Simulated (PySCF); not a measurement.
Species: pentacarbon monoxide, C5O.
SMILES with atom numbers: `[C-:1]#[C:2][C:3]#[C:4][C:5]#[O+:6]`

Level: PBE0/pcSseg-1 in PySCF, non-relativistic, on one gas-phase PBE0-D3(BJ)/def2-SVP geometry that isn't relaxed in the solvent. The solvent is an IEF-PCM continuum (cavity from Bondi-type radii × 1.2). Only the electrostatic response of the medium enters.

```csv
run,E − E(gas) (kcal/mol),HOMO (eV),HOMO–LUMO gap (eV),dipole (D)
gas,0.00,-8.44,4.57,3.48
P,-2.01,-8.36,4.58,4.42
Q,-3.30,-8.32,4.58,5.05
```

The runs were made in benzene and chloroform. Which run belongs to which solvent?

P = benzene, Q = chloroform. The dielectric constants are 2.271 (benzene), 4.711 (chloroform), and the energy falls further as ε rises. In this model the ground state sees the solvent through ε alone.

How constant is the ratio of the lowering to (ε − 1)/(2ε + 1)?

```
   solvent  (ε − 1)/(2ε + 1)  E − E(gas) (kcal/mol)  ratio (kcal/mol)  polarisation term (kcal/mol)
   benzene             0.229                  -2.01              -8.8                         -2.37
chloroform             0.356                  -3.30              -9.3                         -4.29
```

The ratio changes by +5.5 % in size from benzene to chloroform. The polarisation term is half the interaction of the solute with the induced surface charges.
